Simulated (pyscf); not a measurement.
F–GeH(F)–GeH₃ -> F–Ge(F)=GeH₂ + hydrogen (H₂), gas phase, singlet surface. PySCF, gas phase, ωB97X-D3(BJ)/def2-SVP geometries. ΔG in kcal/mol from ωB97M-D3(BJ)/def2-TZVP energies (ideal gas, 1 atm, RRHO with modes under 100 cm⁻¹ raised to 100, one conformer, R ln 2 for chiral ones without a mode under 150 cm⁻¹).

| T (K) | ΔG |
|---|---|
| 298 | +25.4 |
| 600 | +15.9 |
| 900 | ? |
| 1200 | -3.4 |

### Question
Fit a line to the three values, predict ΔG at 900 K, and estimate where the reaction turns favourable at 1 atm of each gas.

### Answer
Least squares gives ΔG = +35.0 − 32.0 × T/1000 K, so ΔS is about +134 J/(mol K) and ΔH about +35.0 kcal/mol over this range (ΔH at 298 K: +34.5). At 900 K the line gives +6.2; the computed value is +6.2. ΔG = 0 falls near 1090 K; 1 kcal/mol in the energy moves that by 31 K. This is thermodynamics alone and says nothing of the barrier. Elements up to Kr have no core potential and no relativistic terms here.
